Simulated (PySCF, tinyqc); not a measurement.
Worked calculation: FCI on RHF in the sto-6g basis, for OH-, spin multiplicity 1. The basis has no diffuse functions, so it cannot describe the extra electron: this is an exercise in the method, not the real anion. The lowest restricted solution is unstable here: a spin-polarised one lies 0.0217 hartree lower (PySCF). One step of it, computed by the program tinyqc.

Problem. Integrals over molecular orbitals. (pq|rs) = sum C_ip C_jq C_kr C_ls (ij|kl), one index at a time.

coefficients C, order 1O 1s, 1O 2s, 1O 2px, 1O 2py, 1O 2pz, 2H 1s:
```
[[0.997045, -0.247832, 0.000000, 0.000000, 0.028415, -0.023840],
 [0.012500, 1.018294, 0.000000, 0.000000, -0.149465, 0.116143],
 [0.000000, 0.000000, 0.202517, 0.979279, 0.000000, 0.000000],
 [0.000000, 0.000000, 0.979279, -0.202517, 0.000000, 0.000000],
 [0.000379, -0.030280, 0.000000, 0.000000, 0.402849, 0.923449],
 [-0.000894, 0.059033, 0.000000, 0.000000, 0.872007, -0.517432]]
```

core Hamiltonian H = T + V (hartree), order 1O 1s, 1O 2s, 1O 2px, 1O 2py, 1O 2pz, 2H 1s:
```
[[-32.228576, -7.116061, 0.000000, 0.000000, -0.004755, -0.256359],
 [-7.116061, -8.455163, 0.000000, 0.000000, -0.056730, -0.745255],
 [0.000000, 0.000000, -6.758294, 0.000000, 0.000000, 0.000000],
 [0.000000, 0.000000, 0.000000, -6.758294, 0.000000, 0.000000],
 [-0.004755, -0.056730, 0.000000, 0.000000, -6.781635, -0.640001],
 [-0.256359, -0.745255, 0.000000, 0.000000, -0.640001, -2.847762]]
```

Two-electron integrals (ij|kl) in chemists' order, unique and non-zero (hartree):
```
(11|11) 4.787491   (21|11) 0.675884   (21|21) 0.121505   (22|11) 1.117379
(22|21) 0.249212   (22|22) 0.817383   (31|31) 0.025762   (32|31) 0.039145
(32|32) 0.180664   (33|11) 1.117381   (33|21) 0.249212   (33|22) 0.817382
(33|33) 0.880663   (41|41) 0.025762   (42|41) 0.039145   (42|42) 0.180664
(43|43) 0.047461   (44|11) 1.117381   (44|21) 0.249212   (44|22) 0.817382
(44|33) 0.785741   (44|44) 0.880663   (51|51) 0.025762   (52|51) 0.039145
(52|52) 0.180664   (53|53) 0.047461   (54|54) 0.047461   (55|11) 1.117381
(55|21) 0.249212   (55|22) 0.817382   (55|33) 0.785741   (55|44) 0.785741
(55|55) 0.880663   (61|11) 0.025594   (61|21) 0.004420   (61|22) 0.008903
(61|33) 0.008885   (61|44) 0.008885   (61|51) 0.000218   (61|52) 0.000431
(61|55) 0.008937   (61|61) 0.000164   (62|11) 0.082990   (62|21) 0.018871
(62|22) 0.071351   (62|33) 0.070121   (62|44) 0.070121   (62|51) 0.001498
(62|52) 0.012320   (62|55) 0.073811   (62|61) 0.000694   (62|62) 0.008965
(63|31) 0.001795   (63|32) 0.011007   (63|53) 0.002389   (63|63) 0.001070
(64|41) 0.001795   (64|42) 0.011007   (64|54) 0.002389   (64|64) 0.001070
(65|11) 0.070371   (65|21) 0.016185   (65|22) 0.064955   (65|33) 0.062428
(65|44) 0.062428   (65|51) 0.002816   (65|52) 0.020714   (65|55) 0.070008
(65|61) 0.000614   (65|62) 0.009878   (65|65) 0.011759   (66|11) 0.297074
(66|21) 0.068655   (66|22) 0.296189   (66|33) 0.289067   (66|44) 0.289067
(66|51) 0.004697   (66|52) 0.055074   (66|55) 0.310434   (66|61) 0.002519
(66|62) 0.054646   (66|65) 0.067712   (66|66) 0.774999
```

Give: one-electron integrals over orbitals h = C^T H C; Two-electron integrals over orbitals.

Solution.

one-electron integrals over orbitals h = C^T H C (hartree):
```
[[-32.217, 0.639, 0.000, 0.000, -0.071, 0.061],
 [0.639, -7.248, 0.000, 0.000, 0.359, -0.278],
 [0.000, 0.000, -6.758, 0.000, 0.000, 0.000],
 [0.000, 0.000, 0.000, -6.758, 0.000, 0.000],
 [-0.071, 0.359, 0.000, 0.000, -3.682, -1.619],
 [0.061, -0.278, 0.000, 0.000, -1.619, -5.956]]
```

Two-electron integrals over orbitals (pq|rs), unique and non-zero (hartree):
```
(11|11) 4.765       (21|11) -0.481      (21|21) 0.078       (22|11) 1.122
(22|21) -0.023      (22|22) 0.787       (31|31) 0.027       (32|31) 0.036
(32|32) 0.170       (33|11) 1.117       (33|21) -0.013      (33|22) 0.800
(33|33) 0.881       (41|41) 0.027       (42|41) 0.036       (42|42) 0.170
(43|43) 0.047       (44|11) 1.117       (44|21) -0.013      (44|22) 0.800
(44|33) 0.786       (44|44) 0.881       (51|11) 0.056       (51|21) -0.009
(51|22) 1.85e-03    (51|33) 1.47e-03    (51|44) 1.47e-03    (51|51) 0.006
(52|11) -0.090      (52|21) 2.37e-03    (52|22) -0.052      (52|33) -0.051
(52|44) -0.051      (52|51) 0.006       (52|52) 0.048       (53|31) -3.74e-03
(53|32) -0.016      (53|53) 0.011       (54|41) -3.74e-03   (54|42) -0.016
(54|54) 0.011       (55|11) 0.459       (55|21) -2.58e-03   (55|22) 0.400
(55|33) 0.390       (55|44) 0.390       (55|51) 7.73e-04    (55|52) 0.035
(55|55) 0.618       (61|11) -0.047      (61|21) 0.007       (61|22) -4.04e-03
(61|33) -1.29e-03   (61|44) -1.29e-03   (61|51) 0.009       (61|52) 0.015
(61|55) 1.13e-03    (61|61) 0.023       (62|11) 0.049       (62|21) -2.75e-03
(62|22) 0.018       (62|33) 0.028       (62|44) 0.028       (62|51) 0.013
(62|52) 0.068       (62|55) 0.017       (62|61) 0.029       (62|62) 0.134
(63|31) 3.19e-03    (63|32) 0.013       (63|53) 0.018       (63|63) 0.039
(64|41) 3.19e-03    (64|42) 0.013       (64|54) 0.018       (64|64) 0.039
(65|11) 0.319       (65|21) -4.54e-03   (65|22) 0.202       (65|33) 0.198
(65|44) 0.198       (65|51) -8.61e-04   (65|52) -0.046      (65|55) -0.104
(65|61) -3.84e-03   (65|62) -0.005      (65|65) 0.174       (66|11) 0.970
(66|21) -0.011      (66|22) 0.701       (66|33) 0.690       (66|44) 0.690
(66|51) 3.77e-03    (66|52) -0.017      (66|55) 0.484       (66|61) 4.42e-03
(66|62) 0.041       (66|65) 0.138       (66|66) 0.707
```
